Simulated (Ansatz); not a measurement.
A made-up structure of CH5SSi (charge -1), closed shell:

```tsv
atom	x (Å)	y (Å)	z (Å)
C1	-0.6113	0.8731	-0.4222
Si2	1.0146	-0.2008	-0.3688
S3	0.3513	-1.7759	1.1408
H4	-0.3802	1.8417	-0.8866
H5	1.5982	-0.7322	-1.5493
H6	-1.3686	0.3849	-1.0453
H7	1.7104	0.6340	0.7214
H8	0.3358	-2.8187	0.2977
```

It is relaxed with PBE-D4/def2-SVPD and then PBE0-D4/def2-TZVPD (Ansatz 0.2.0). Atoms count as bonded within 1.22 times the sum of their covalent radii (H–H: 0.88 Å). The end point is not checked to be a true minimum.

Does its bonding change? (A judgement: the text doesn't fix the answer.)

The calculation gives: No: no bond forms or breaks.

Where it ends: The first stage lowers the energy by 1.28 eV in 15 steps. It ends as CH₅SSi ([CH2][SiH2][SH]), total charge -1:
```xyz
8
angstrom
C -0.4502 1.0488 -0.8081
Si 0.6929 -0.2099 -0.3984
S 0.0364 -1.9447 0.9467
H -0.7112 1.8070 -0.0713
H 1.2130 -0.9980 -1.5684
H -1.2322 0.8568 -1.5412
H 1.8936 0.2568 0.3767
H 1.2078 -2.6104 0.9517
```

Labels in which every atom is bracketed show which atoms are joined, not bond orders.

For scale, one of the runs: PBE0-D4/def2-TZVPD relaxation, 171 basis functions, launched by `ansatz run in.yaml --threads 2 --pin off --events-out ev --progress --plain --max-ram 4352MiB`. Hardware: 2 CPU threads of an Arm Neoverse V1, shared host. Wall time about 27 s.
